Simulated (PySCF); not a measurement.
Compound: C5H7F.
Structure used (PBE0-D3(BJ)/def2-SVP), in Å, numbered top down from 1:
```xyz
13
C5H7F angstrom
C     -1.1889    1.1618    0.2565
C     -0.4078    0.0953    0.0238
C     -0.9473   -1.3016   -0.0491
C      1.0361    0.2753   -0.1671
C      1.9459   -0.6786   -0.3863
F      1.4425    1.5490   -0.1045
H     -0.7745    2.1697    0.3078
H     -2.2653    1.0438    0.4016
H     -0.7237   -1.7658   -1.0228
H     -0.5004   -1.9432    0.7272
H     -2.0364   -1.3052    0.0897
H      1.6545   -1.7256   -0.4432
H      2.9968   -0.4144   -0.5104
```

Method: PySCF, PBE0-D3(BJ)/def2-SVP geometry optimisation, gas phase.

Take the most abundant isotopes and a rigid rotor. The values belong to one conformer with, in the numbering `[CH2:1]=[C:2]([CH3:3])[C:4](=[CH2:5])[F:6]`, C1–C2–C4–C5 179°.

Problem. What are A, B and C (cm⁻¹)?

Solution. Ia = 98.45, Ib = 148.76, Ic = 244.03 u·Å²; 505379 MHz·u·Å²/I gives 5133, 3397 and 2071 MHz, that is A = 0.17122, B = 0.11332, C = 0.06908 cm⁻¹.

Problem. Classify the top.

Solution. An asymmetric top. Ray's parameter κ = (2B − A − C)/(A − C) = -0.134; −1 is the prolate and +1 the oblate limit.

Problem. What does the inertial defect say?

Solution. Not planar: Δ = Ic − Ia − Ib = -3.18 u·Å². For a rigid frame Δ = −2 Σ m c², so Σ m c² = 1.59 u·Å² lies off the ab plane, practically all of it from hydrogen. The atom farthest from that plane is 0.89 Å away.

Problem. Which types of transition are allowed, and where do some lines up to J = 3 fall?

Solution. The dipole components are |μa| = 1.23 D, |μb| = 0.98 D, |μc| = 0.00 D; the mirror of this Cs structure is the ab plane, so μc vanishes by symmetry (the 0.01 D computed is a residue) and there are no c-type lines. Intensities carry the squares of the components, which stand as 1.00 : 0.63 (a : b). Some lines, for components of 0.1 D or more:

| type | branch | J(Ka,Kc) | MHz | lower level (cm⁻¹) |
| --- | --- | --- | --- | --- |
| a | Q | 2(2,0) ← 2(2,1) | 522 | 0.867 |
| a | Q | 1(1,0) ← 1(1,1) | 1326 | 0.240 |
| a | Q | 2(1,1) ← 2(1,2) | 3979 | 0.561 |
| b | Q | 2(1,1) ← 2(0,2) | 4910 | 0.530 |
| a | R | 1(0,1) ← 0(0,0) | 5468 | 0.000 |
| b | Q | 3(2,1) ← 3(1,2) | 5871 | 1.293 |
| b | R | 1(1,1) ← 0(0,0) | 7204 | 0.000 |
| a | Q | 3(1,2) ← 3(1,3) | 7817 | 1.032 |
| b | Q | 3(1,2) ← 3(0,3) | 8187 | 1.020 |
| b | R | 2(0,2) ← 1(1,1) | 8679 | 0.240 |
| a | R | 2(1,2) ← 1(1,1) | 9610 | 0.240 |
| a | R | 2(0,2) ← 1(0,1) | 10415 | 0.182 |
| b | R | 2(1,2) ← 1(0,1) | 11346 | 0.182 |
| a | R | 2(1,1) ← 1(1,0) | 12263 | 0.285 |
| b | R | 3(1,2) ← 2(2,1) | 12764 | 0.867 |
| a | R | 3(1,3) ← 2(1,2) | 14134 | 0.561 |
| a | R | 3(0,3) ← 2(0,2) | 14695 | 0.530 |
| b | R | 3(1,3) ← 2(0,2) | 15065 | 0.530 |
| a | R | 3(1,2) ← 2(1,1) | 17972 | 0.694 |
| a | R | 3(2,1) ← 2(2,0) | 18114 | 0.885 |
| b | R | 2(2,0) ← 1(1,1) | 19318 | 0.240 |
| b | R | 3(2,2) ← 2(1,1) | 21612 | 0.694 |
| b | R | 3(2,1) ← 2(1,2) | 27822 | 0.561 |

Problem. Estimate the classical rotational partition function at 50 K, 200 K and 298.15 K.

Solution. Point group Cs, symmetry number σ = 1; q = (√π/σ)·√((kT/h)³/(ABC)), k/h = 20836.6 MHz/K: 9920 at 50 K, 79300 at 200 K, 144000 at 298.15 K.

Whether it is a minimum is left open (no frequencies). Constants of a rigid frame at the computed geometry: no zero-point averaging, no centrifugal distortion. A rigid rotor knows nothing of internal rotation, which can split or shift real lines.
